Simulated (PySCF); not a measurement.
**Changing the system itself: Cl2⁻**

How does Cl2⁻ answer to another spin, charge, distance or environment?

Computed with PySCF 2.14.0. Level: each script names its method and basis.

1 further run of the same task is left out (it didn't finish).

**1. The system as given**

Cl2⁻: 2 atoms, charge -1, spin multiplicity 2.

Bond lengths: Cl1–Cl2 2.040 Å.

**2. The run that the others are compared with**

File input.py:

```python
from pyscf import gto, dft

mol = gto.M(
    atom='Cl 0 0 0; Cl 0 0 2.04',
    basis='ano-rcc-vdzp',
    charge=-1,
    spin=1,
    verbose=4,
)
mf = dft.UKS(mol, xc='lda,vwn')
mf = mf.sfx2c1e()
mf.kernel()
mf.dip_moment()
print('orbital energies (hartree):', [e[max(0, n-3):n+3].round(4) for e, n in zip(mf.mo_energy, mol.nelec)])
```

Started as:

```bash
$ OMP_NUM_THREADS=1 python input.py
```

The log of this run is left out.

It gives: E(SCF) = -920.276586 Eh, 7 cycles, ⟨S²⟩ = 0.751.

The bond length is a typed value, not an optimised one. The dipole of an ion depends on the origin.

**3. Bond 4.08 Å**

Run 1 changes bond length: 2.04 Å → 4.08 Å.

File input.py:

```python
from pyscf import gto, dft

mol = gto.M(
    atom='Cl 0 0 0; Cl 0 0 4.08',
    basis='ano-rcc-vdzp',
    charge=-1,
    spin=1,
    verbose=4,
)
mf = dft.UKS(mol, xc='lda,vwn')
mf = mf.sfx2c1e()
mf.kernel()
mf.dip_moment()
print('orbital energies (hartree):', [e[max(0, n-3):n+3].round(4) for e, n in zip(mf.mo_energy, mol.nelec)])
```

Started as:

```bash
$ OMP_NUM_THREADS=1 python input.py
```

**4. Sextet**

Run 2 changes spin (2S): 1 → 5.

Changes to input.py since step 2:

```diff
@@ -6,3 +6,3 @@
     charge=-1,
-    spin=1,
+    spin=5,
     verbose=4,
```

**5. Electric field 0.05 a.u.**

Run 3 changes electric field: none → 0.05 a.u.

Changes to input.py since step 2:

```diff
@@ -11,2 +11,7 @@
 mf = mf.sfx2c1e()
+field = 0.05  # electric field along z, atomic units
+h = mf.get_hcore() + field*mol.intor('int1e_r')[2]
+mf.get_hcore = lambda *args: h
+e_nuc = mol.energy_nuc() - field*mol.atom_charges() @ mol.atom_coords()[:, 2]
+mf.energy_nuc = lambda *args: e_nuc
 mf.kernel()
```

**6. PCM, ε = 78.36**

Run 4 changes solvent: none (gas phase) → PCM, ε = 78.36.

Changes to input.py since step 2:

```diff
@@ -1,2 +1,2 @@
-from pyscf import gto, dft
+from pyscf import gto, dft, solvent
 
@@ -11,2 +11,4 @@
 mf = mf.sfx2c1e()
+mf = solvent.PCM(mf)
+mf.with_solvent.eps = 78.36
 mf.kernel()
```

**7. Bond 1.632 Å**

Run 5 changes bond length: 2.04 Å → 1.632 Å.

Changes to input.py since step 2:

```diff
@@ -3,3 +3,3 @@
 mol = gto.M(
-    atom='Cl 0 0 0; Cl 0 0 2.04',
+    atom='Cl 0 0 0; Cl 0 0 1.632',
     basis='ano-rcc-vdzp',
```

Q: Predict the outcome of this session. Wanted: for each run, E(SCF); from base; gap, α spin.

**Answer**, as computed:

| run | E(SCF) (hartree) | from base (eV) | cycles | gap, α spin (eV) |
| --- | --- | --- | --- | --- |
| base | -920.276586 | 0 | 7 | 8.27 |
| bond 4.08 Å | -920.307163 | -0.8320 | 9 | 12.81 |
| sextet | -919.460361 | +22.2106 | 7 | 0.27 |
| electric field 0.05 a.u. | -920.235495 | not comparable | 9 | 6.13 |
| PCM, ε = 78.36 | -920.372862 | -2.6198 | 7 | 8.61 |
| bond 1.632 Å | -920.050845 | +6.1427 | 8 | 3.88 |

What this shows: The highest filled level of this anion is positive: the basis lacks diffuse functions or the electron is not bound, so these numbers hang on the basis. The largest comparable shift of the SCF energy, +22.211 eV, comes with the run “sextet”. The sextet solution found lies 22.21 eV above the base doublet at this geometry and level. A continuum solvent with ε = 78.36 lowers the energy by 2.620 eV, a large gain because the system is charged. With bond 4.08 Å the frontier gap moves by over 1.5 eV, which can mean another electronic state rather than the bond length alone. With bond 1.632 Å the frontier gap moves by over 1.5 eV, which can mean another electronic state rather than the bond length alone.
